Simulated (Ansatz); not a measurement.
We consider rhombohedral A7 Bi, described by PBE+SOC (Ansatz, a first-principles code, plane waves, PAW).

Numerical settings: plane-wave cutoff 520 eV, 12×12×12 k mesh, Fermi–Dirac smearing 0.1 eV, perturbation theory, PAW data made under PBE.

Computed at the level's own relaxed cell.

Bi has the trigonal space group R-3m, hexagonal axes (No. 166), Pearson symbol hR2. Lattice parameters: a = b = 4.637 Å, c = 12.350 Å, α = β = 90.00°, γ = 120.00°. Bi on 6c has 3 Bi at 3.121 Å and 3 Bi at 3.672 Å (octahedral). (Neighbours: up to the widest gap in distance over summed covalent radii, below 1.35, at either atom.)
(The calculation used a cell of 2 atoms; values per cell refer to that cell.)

Harmonic phonon frequencies (cm⁻¹; i marks an imaginary mode):

| q point | frequencies |
|---|---|
| Γ | [?] |
| T | [?] |
| L | 36 47 48 91 91 98 |
| F | [?] |

Complete the blanks.


- Γ, frequencies: 0 0 0 67 67 94
- T, frequencies: 28 28 46 94 94 101
- F, frequencies: 21 24 32 78 83 90

No imaginary mode appears at these points.

Note: the cell comes from a level without a dispersion term, which matters for the spacing of layers, chains or molecules.
